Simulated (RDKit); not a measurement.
RDKit input (UFF):

```python
from rdkit import Chem
from rdkit.Chem import AllChem, rdDetermineBonds

mol = Chem.MolFromXYZFile('mol.xyz')
rdDetermineBonds.DetermineBonds(mol, charge=-1)
print('SMILES', Chem.MolToSmiles(Chem.RemoveHs(mol)))
ff = AllChem.UFFGetMoleculeForceField(mol)
e0 = ff.CalcEnergy()
flag = ff.Minimize(maxIts=5000, forceTol=1e-5)
print(f'energy {e0:.4f} -> {ff.CalcEnergy():.4f} kcal/mol, converged: {flag == 0}')
print(Chem.MolToXYZBlock(mol))
```
mol.xyz:
```
8

C     -0.00155029     1.50196649    -0.45166829
S     -0.01239716     0.12323346     0.57976964
C      0.01896339    -1.47872388    -0.43190787
H      0.91934809     1.64260953    -1.02669247
H     -0.90073509     1.62984334    -1.06289763
H      0.01148869    -2.34173312     0.24815888
H     -0.85846291    -1.52720035    -1.08442388
H      0.92223725    -1.51471040    -1.04900214
```

Output:

```
SMILES [CH2-]SC
energy 15.7557 -> 0.5846 kcal/mol, converged: True
8

C     -0.001463    1.376000   -0.410585
S     -0.015975    0.017950    0.801617
C      0.018174   -1.297910   -0.456087
H      0.922226    1.338490   -1.024888
H     -0.899470    1.325726   -1.060996
H      0.015021   -2.284158    0.051634
H     -0.877600   -1.226767   -1.107673
H      0.937979   -1.214046   -1.071686
```

The dipole moment of an ion depends on the origin.
